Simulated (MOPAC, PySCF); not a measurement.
Breaking a bond: HCl, singlet.

UHF/STO-3G = unrestricted Hartree-Fock/STO-3G (PySCF); AM1, restricted, heats of formation (MOPAC); PM3, restricted, heats of formation (MOPAC); UCCSD(T) = CCSD(T) on UHF/cc-pVTZ, 5 core orbitals frozen run with PySCF.

Energies relative to the lowest point of each curve near equilibrium, in eV; the last columns give the difference from UCCSD(T):

```csv
R / Å,UHF/STO-3G,AM1,PM3,UCCSD(T),UHF/STO-3G − UCCSD(T),AM1 − UCCSD(T),PM3 − UCCSD(T)
0.95,5.110,2.485,2.755,3.408,1.703,-0.922,-0.653
1.01,3.178,1.497,1.590,1.986,1.192,-0.489,-0.396
1.10,1.334,0.574,0.546,0.721,0.612,-0.147,-0.176
1.14,0.820,0.328,0.287,0.399,0.422,-0.070,-0.112
1.22,0.207,0.056,0.031,0.059,0.148,-0.003,-0.028
1.25,0.090,0.015,0.002,0.013,0.078,0.002,-0.010
1.28,0.023,0.000,0.000,0.000,0.023,0.000,0.000
1.32,0.000,0.016,0.030,0.027,-0.027,-0.011,0.003
1.34,0.013,0.037,0.057,0.057,-0.044,-0.019,0.001
1.40,0.134,0.148,0.176,0.196,-0.062,-0.048,-0.020
1.50,0.538,0.456,0.477,0.544,-0.006,-0.088,-0.067
1.58,0.983,0.789,0.800,0.882,0.101,-0.093,-0.082
1.74,1.980,1.613,1.639,1.612,0.369,0.001,0.027
1.93,2.711,2.716,2.769,2.467,0.244,0.249,0.302
2.12,3.083,3.782,3.773,3.205,-0.121,0.578,0.568
2.30,3.264,4.664,4.561,3.761,-0.496,0.903,0.801
2.59,3.392,5.780,5.605,4.264,-0.872,1.516,1.340
2.82,3.431,6.440,6.256,4.408,-0.977,2.032,1.848
3.11,3.451,7.052,6.874,4.471,-1.020,2.582,2.404
3.47,3.459,7.567,7.407,4.494,-1.035,3.073,2.913
3.83,3.461,7.910,7.766,4.501,-1.040,3.409,3.265
4.50,3.461,8.309,8.183,4.505,-1.043,3.804,3.678
5.09,3.461,8.534,8.410,4.505,-1.044,4.029,3.905
```

UHF/STO-3G is furthest from UCCSD(T) at 0.95 (1.703 eV, above); its mean absolute difference over the points is 0.551 eV.

AM1 is furthest from UCCSD(T) at 5.09 (4.029 eV, above); its mean absolute difference over the points is 1.046 eV.

PM3 is furthest from UCCSD(T) at 5.09 (3.905 eV, above); its mean absolute difference over the points is 0.983 eV.

The unrestricted determinant behind UHF/STO-3G, UCCSD(T) is spin-contaminated at 1.74 to 5.09 Å (<S²> up to 1.0, against 0.00 for a pure singlet). The restricted form behind AM1, PM3 keeps the bonding electrons paired and can't separate into open-shell fragments.
